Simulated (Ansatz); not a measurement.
**BClHS radical (SMILES S[B]Cl): a rigid scan of the bond length S1–B2**

How does the energy rise as the bond length S1–B2 leaves its equilibrium value, and do density functionals follow CCSD(T)? No other atom is relaxed.

Computed with Ansatz 0.2.0, Gaussian basis. Level: single points in def2-TZVPP.

Levels: PBE-D4, r2SCAN-D4, PBE0-D4, B3LYP-D4, wB97M-V, Hartree-Fock, MP2, CCSD, CCSD(T). The scan takes 1.554, 1.616, 1.706, 1.811, 1.927, 2.053, 2.186, 2.326 Å.

Correlated methods freeze the cores. Orbitals are unrestricted. B3LYP uses VWN-RPA correlation.

28 further runs of the same task are left out: 28 set aside as unsound or not needed.

### Step 1. The system as given

SMILES `S[B]Cl`, 4 atoms, charge 0, spin multiplicity 2.

Atoms are counted from 1 here; the program's logs count them from 0.

Bond lengths: S1–B2 1.942 Å, S1–H4 1.464 Å, B2–Cl3 1.863 Å. Angles: B2–S1–H4 91.0°, S1–B2–Cl3 121.5°.

Geometry (Å):

```
S     0.7076   -1.0733    0.3769
B    -0.4237   -0.0237   -0.8020
Cl   -1.8495    0.9791   -0.1455
H     1.6211    0.0576    0.5503
```

### Step 2. A first relaxation in a small basis

Input file pre/in.yaml:

```yaml
crystal:
  periodic: [false, false, false]
  atoms:
    - {symbol: S, position_ang: [0.707600, -1.073300, 0.376900]}
    - {symbol: B, position_ang: [-0.423700, -0.023700, -0.802000]}
    - {symbol: Cl, position_ang: [-1.849500, 0.979100, -0.145500]}
    - {symbol: H, position_ang: [1.621100, 0.057600, 0.550300]}
basis:
  gaussian: {orbitals: def2-SVP}
magnetization: {spin_polarized: true, initial_magnetization: 1}
hamiltonian: {xc: pbe, dispersion: d4}
relax: {f_tol: 0.03, max_steps: 250}
```

No record of the launch command was kept for these runs.

Further steps of the session: Finding the minimum; The minimum at every level; S1–B2 = 1.554 Å; S1–B2 = 1.616 Å; S1–B2 = 1.706 Å; S1–B2 = 1.811 Å; S1–B2 = 1.927 Å; S1–B2 = 2.053 Å; S1–B2 = 2.186 Å; S1–B2 = 2.326 Å.

What does the calculation give? Wanted: highest point, CCSD(T); lowest point, CCSD(T); minimum along the scan, CCSD(T); RMS deviation from CCSD(T); largest T1 diagnostic.

As calculated:

| quantity | value |
| --- | --- |
| highest point, CCSD(T) | 1426 meV at 2.326 Å |
| lowest point, CCSD(T) | 0 meV at 1.766 Å |
| minimum along the scan, CCSD(T) | 1.778 Å |
| curvature there | 22.0 eV/Å² |
| RMS deviation from CCSD(T) | PBE-D4 33, r2SCAN-D4 31, PBE0-D4 60, B3LYP-D4 32, wB97M-V 51, Hartree-Fock 33, MP2 83, CCSD 19 meV |
| largest T1 diagnostic | 0.024 |

In words: A polynomial through the near points puts the CCSD(T) minimum 0.012 Å above the PBE0-D4 value. It is steeper on the short side than on the long one. Curvature against CCSD(T): PBE-D4 -4 %, Hartree-Fock +3 %. CCSD follows the CCSD(T) curve best and MP2 worst. 1 further points are left out, because the reference changes its state there.
